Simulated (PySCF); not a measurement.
**Assignment exercise: C₆H₁₀**

Geometry:
| atom | x (Å) | y (Å) | z (Å) |
| --- | --- | --- | --- |
| C1 | 2.373 | 0.346 | -0.497 |
| C2 | 1.700 | -0.588 | 0.178 |
| C3 | 0.251 | -0.576 | 0.493 |
| C4 | -0.753 | -1.087 | -0.517 |
| C5 | -0.719 | 0.367 | -0.152 |
| C6 | -1.828 | 0.983 | 0.658 |
| H7 | 3.441 | 0.234 | -0.704 |
| H8 | 1.889 | 1.255 | -0.866 |
| H9 | 2.244 | -1.471 | 0.536 |
| H10 | 0.022 | -0.848 | 1.531 |
| H11 | -0.368 | -1.381 | -1.497 |
| H12 | -1.587 | -1.693 | -0.151 |
| H13 | -0.297 | 1.027 | -0.918 |
| H14 | -2.670 | 1.291 | 0.018 |
| H15 | -1.478 | 1.872 | 1.207 |
| H16 | -2.220 | 0.268 | 1.399 |

- spin–spin couplings from B3LYP/pcJ-1 (without the spin–dipole term)
- PBE0-D3(BJ)/def2-SVP structure
- NMR shieldings at PBE0/pcSseg-1/GIAO
- program: PySCF 2.14.0 with density-fitted response routines
- no solvent, no relativistic terms, one conformer, one averaged value for each set of equivalent atoms

Referencing at the same level of theory: ¹³C (184.41 ppm) and ¹H (31.27 ppm) vs TMS.

Q: Assign these signals to the numbered atoms. ¹³C{¹H} NMR (computed): δ 148.9 (CH), 118.7 (CH2), 24.3 (CH), 20.2 (CH3), 20.2 (CH2), 9.2 (CH).

A: 
148.9 → C2, alkene CH: an sp2 carbon of a C=C bond
118.7 → C1, terminal =CH2 carbon: an sp2 carbon of a C=C bond
24.3 → C3, three-membered-ring carbon: carbons of three-membered rings are unusually shielded
20.2 → C6, methyl carbon: aliphatic region, no heteroatom directly attached
20.2 → C4, three-membered-ring carbon: carbons of three-membered rings are unusually shielded
9.2 → C5, three-membered-ring carbon

C6 and C4 lie closer than the usual error of such a calculation, so a measured spectrum could show them in the other order.

Q: Assign these signals to the numbered atoms. ¹H NMR (500 MHz, computed): δ 6.43 (m, 1H), 5.16 (m, 1H), 5.15 (m, 1H), 1.08 (m, 3H), 1.08 (m, 1H), 0.82 (m, 1H), 0.36 (m, 1H), 0.20 (m, 1H).

A: 
6.43 → H9, hydrogen on an alkene CH: attached to an sp2 carbon and in the plane of the double bond
5.16 → H7, hydrogen on a terminal =CH2 carbon: a vinylic proton, deshielded by the sp2 carbon and the C=C anisotropy
5.15 → H8, hydrogen on a terminal =CH2 carbon
1.08 → H14/H15/H16, hydrogen on a methyl carbon: far from electronegative atoms and π systems
1.08 → H13, hydrogen on a three-membered-ring carbon: cyclopropane-type protons are shielded by the ring
0.82 → H10, hydrogen on a three-membered-ring carbon
0.36 → H12, hydrogen on a three-membered-ring carbon
0.20 → H11, hydrogen on a three-membered-ring carbon

H7 and H8; H14/H15/H16 and H13 lie closer than the usual error of such a calculation, so a measured spectrum could show them in the other order.

Multiplet labels drop couplings under 1 Hz and merge nearly equal ones. Unscaled 3J(H,H) at this level run about 10 % above measured values. Shifts are as computed. Against solution values, carbons near 30 ppm lie about +2 ppm off and those near 130 ppm about +5 ppm. Of 1211 compounds with measured shifts, 218 miss one by over three times the rms of a fit or turn the order of signals round; such compounds aren't used in these exercises. Couplings across =CH–CH2 type bonds come from one rotamer and its mirror image, and can be 1–2 Hz further off. 3J across rotatable bonds or in flexible rings reflects this conformer alone.
